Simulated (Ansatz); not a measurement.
```yaml
crystal:
  periodic: [false, false, false]
  atoms:
    - {symbol: O, position_ang: [-1.287637, -0.405266, -0.003817]}
    - {symbol: Si, position_ang: [-0.001175, 0.457972, 0.003829]}
    - {symbol: O, position_ang: [1.289699, -0.398663, -0.002906]}
basis:
  gaussian: {orbitals: def2-TZVP}
magnetization: {spin_polarized: true, initial_magnetization: 2}
hamiltonian: {xc: pbe0}
relax: {f_tol: 0.004, max_steps: 80}
```

```sh
$ ansatz run in.yaml --threads 1 --pin off --events-out ev --progress --plain --max-ram 2176MiB
```

Steps of the relaxation (energy above the last step; positions in Å, forces in eV/Å):

```
3
step 1, 34.9 meV
O    -1.288   -0.405   -0.004   -1.040   -0.701   -0.006
Si   -0.001    0.458    0.004   -0.004    1.396    0.012
O     1.290   -0.399   -0.003    1.043   -0.695   -0.005
```

```
3
step 2, 11.1 meV
O    -1.298   -0.408   -0.004   -0.559   -0.391   -0.003
Si   -0.001    0.463    0.004   -0.002    0.779    0.007
O     1.300   -0.401   -0.003    0.561   -0.388   -0.003
```

```
3
step 3, 0.2 meV
O    -1.309   -0.411   -0.004   -0.023   -0.042    0.000
Si   -0.001    0.470    0.004    0.000    0.084    0.001
O     1.311   -0.404   -0.003    0.024   -0.042    0.000
```

```
3
step 5, 0.0 meV
O    -1.305   -0.414   -0.004    0.001    0.000    0.000
Si   -0.001    0.475    0.004    0.000    0.000    0.000
O     1.308   -0.407   -0.003   -0.001    0.000    0.000
```

Close pairs at the end: O1–Si2 1.578 Å, Si2–O3 1.578 Å.

A stationary point of unrestricted PBE0 after 5 steps, with ⟨S²⟩ = 2.016 against 2.00 for a pure state; no frequencies were run, so it isn't proven a minimum. 26 s on 1 thread of Arm Neoverse V1, shared host.
